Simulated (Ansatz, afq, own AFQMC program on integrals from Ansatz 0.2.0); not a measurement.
# BSiH5, singlet in cc-pVDZ, levels against CCSDT(Q)

```xyz
7

B    -2.1183    0.0401    0.0000
H    -2.7150    1.0737    0.0000
H    -2.7150   -0.9935    0.0000
H    -0.6913    0.0401    0.0000
Si    0.9247    0.0401    0.0000
H     1.5369   -0.8342    1.0900
H     1.5369   -0.8342   -1.0900
```

Basis cc-pVDZ. Noble-gas cores (and the filled d shells of Ga–Kr and In–Xe) are frozen. Integrals, coupled cluster, full CI and functionals: Ansatz 0.2.0; the random walks run on the same integrals in our own AFQMC program. The CISD trial takes its coefficients from CCSD amplitudes. Released means that phaseless walkers are propagated on without the constraint, phases kept. ± is one standard error of the sampling.

Determinant: RHF, the one that the program's search chose, which needn't be the lowest solution. The geometry is a point of a scan.

No full CI on the walks' own integrals is used here; CCSDT(Q) serves as the reference and is uncertain by about the last step of the cluster series.

Cautions: higher spins were not checked; restricted determinant unstable towards unrestricted (UHF 64 meV lower, ⟨S²⟩ 0.37).

```
T1 diagnostic                               : 0.0190
weight of the determinant in the CISD state : 0.853
size of the correlated space                : 12 electrons in 51 orbitals
```

Reference: CCSDT(Q), correlation energy -6.897 eV. The released energy is read at 2.40 1/Eh (meV from the phaseless value at times in 1/Eh: -6 ± 4 at 0.24, -7 ± 4 at 0.51, -10 ± 3 at 0.99, -5.1 ± 2.3 at 1.62, -12 ± 5 at 2.40).

```csv
level,E − E(reference) (kJ/mol),share of correlation (%)
HF,665.5,0.00
MP2,152.6,77.07
CCSD,21.1,96.83
CCSD(T),4.5,99.33
CCSDT,0.8,99.87
ph-AFQMC/CISD,0.8 ± 0.3,99.88
released AFQMC,-0.4 ± 0.5,100.06
```

A walk keeps the symmetry of its determinant, which the program's search chose and which needn't be the lowest solution, so a lower state of the same spin and another symmetry isn't excluded. Released energies are given only where the last usable release times agree within the noise; a slower fall can still hide under it.
